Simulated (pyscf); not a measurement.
[H₃C–S–Zn]• + hydrogen (H₂) → H₃C–SH + ZnH• (four-centre exchange; doublet surface; S–Zn, H–H broken, H–Zn, H–S formed). Single points on ωB97X-D3(BJ)/def2-SVP structures (PySCF, gas phase). Energies in kJ/mol from the separated reactants.

| level | barrier | reaction energy |
|---|---|---|
| ωB97X-D3(BJ)/def2-TZVP | … | +83.7 |
| B3LYP-D3(BJ)/def2-TZVP | 117.3 | +77.7 |
| PBE0-D3(BJ)/def2-TZVP | 101.8 | +76.0 |
| M06-2X/def2-TZVP | 120.8 | +87.4 |
| ωB97M-D3(BJ)/def2-TZVP | 119.3 | +68.1 |
| HF/def2-TZVP | … | … |

### Question
What belongs in the gaps?

### Answer

- ωB97X-D3(BJ)/def2-TZVP, barrier: 122.7
- HF/def2-TZVP, barrier: 174.5
- HF/def2-TZVP, reaction energy: +57.1

The functionals in the table span 20.9 kJ/mol in this barrier, from PBE0-D3(BJ) to ωB97X-D3(BJ)/def2-TZVP. On the product side the descent ends in a complex, 30.3 kJ/mol under the separated species and 69.3 kJ/mol under the saddle at ωB97X-D3(BJ)/def2-TZVP. One saddle was located; it need not be the lowest between these sides. Elements up to Kr have no core potential and no relativistic terms here.
